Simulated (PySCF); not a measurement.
Compound: dimethylphosphine, C2H7P.
Numbering: `[CH3:1][PH:2][CH3:3]` (hydrogens: H4, H5, H6 on C1; H7 on P2; H8, H9, H10 on C3)

Method: PySCF 2.14.0, PBE0-D3(BJ)/def2-SVP geometry optimisation, gas phase.

**Question.** List the bond lengths and angles at this level.

**Answer.** 
```json
{"bond": "C1–P2, P2–C3", "length (bohr)": "3.504", "order": "single"}
{"bond": "C1–H4 and 5 like bonds", "length (bohr)": "2.080", "order": "single"}
{"bond": "P2–H7", "length (bohr)": "2.703", "order": "single"}
```

Bonds in one row agree within 0.02 bohr and their mean is given. Orders are formal, as drawn. A selection of angles:
```json
{"angle": "P2–C1–H4", "degrees": "109.5"}
{"angle": "P2–C1–H6", "degrees": "113.4"}
{"angle": "H4–C1–H5", "degrees": "107.5"}
{"angle": "H4–C1–H6", "degrees": "108.9"}
{"angle": "C1–P2–C3", "degrees": "99.9"}
{"angle": "C1–P2–H7", "degrees": "97.0"}
```

P2 (phosphine phosphorus) is pyramidal (angles 99.9°, 97.0° and 96.9°, sum 293.8°, 0.83 Å off the plane of its three neighbours).

Point group: Cs (every atom within 0.08 Å of its image). Stationary, but not proved a minimum.
